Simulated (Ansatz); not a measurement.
C2H4FN, SMILES C=C(N)F, a rigid torsion scan

Program: Ansatz's Python interface.

At the Python prompt:
```pycon
>>> from dataclasses import dataclass
>>> import warnings
>>> import ansatz as az
>>> from ase import Atoms
>>> @dataclass(frozen=True)
... class RunConfig:
...     basis: str = "def2-SVP"
...     xc: str = "pbe0"
...     force_tol: float = 0.02
...     method: str = "mp2"
...
>>> cfg = RunConfig()
>>> warnings.simplefilter("ignore", az.DeckWarning)
>>> atoms = Atoms(["C", "C", "N", "F", "H", "H", "H", "H"], positions=[
...     [-0.0699, 1.0489, -0.4076],
...     [-0.3896, -0.1642, -0.061],
...     [0.3395, -0.9212, 0.7674],
...     [-1.41, -0.7308, -0.592],
...     [-0.7795, 1.6071, -1.1184],
...     [0.7429, 1.6418, -0.0378],
...     [0.2723, -1.9107, 0.595],
...     [1.3864, -0.628, 0.7988],
... ])
>>> # relax first, so that the scan starts from a minimum
>>> first = (
...     az.Crystal.molecule_from_ase(atoms).calculation()
...     .basis(gaussian=cfg.basis)
...     .functional(cfg.xc)
...     .relax(force_tolerance=cfg.force_tol, max_steps=80)
... )
>>> atoms.positions = first.run().report["positions_ang"]
>>> start = atoms.get_dihedral(0, 1, 2, 6)
>>> energies = {}
>>> for turn in range(0, 360, 40):
...     turned = atoms.copy()
...     turned.set_dihedral(0, 1, 2, 6, start + turn, indices=[2, 6, 7])
...     calculation = (
...         az.Crystal.molecule_from_ase(turned).calculation()
...         .basis(gaussian=cfg.basis)
...         .correlation(cfg.method)
...     )
...     energies[round((start + turn) % 360)] = calculation.run().report["free_energy_ev"]
...
>>> floor = min(energies.values())
>>> print("dihedral C0-C1-N2-H6 (deg)   E - E(min) (eV)")
dihedral C0-C1-N2-H6 (deg)   E - E(min) (eV)
>>> for angle, e in sorted(energies.items()):
...     print(f"{angle:8d} {(e - floor):14.3f}  " + "#" * int(30 * (e - floor) / max(max(energies.values()) - floor, 1e-9)))
...
      13          0.042  ####
      53          0.091  ########
      93          0.201  ###################
     133          0.228  #####################
     173          0.111  ##########
     213          0.000
     253          0.142  #############
     293          0.316  ##############################
     333          0.189  #################
```

The lowest point is at 213° and the highest at 293°, 0.316 eV (30.5 kJ/mol) above it, with the rest of the molecule held.

What to keep in mind:
- The scan is rigid and the energies are electronic, in a modest basis. With rigid groups the curve can differ much from the relaxed path, the start wasn't checked as a minimum of this torsion, and equivalent turns needn't return to the same energy.
- The start is relaxed with a density functional and scanned with the wavefunction method, so it isn't exactly that method's minimum.
- Hardware and time: 25 s on 1 thread of Arm Neoverse V1 (shared host), peak memory 0.22 GiB.
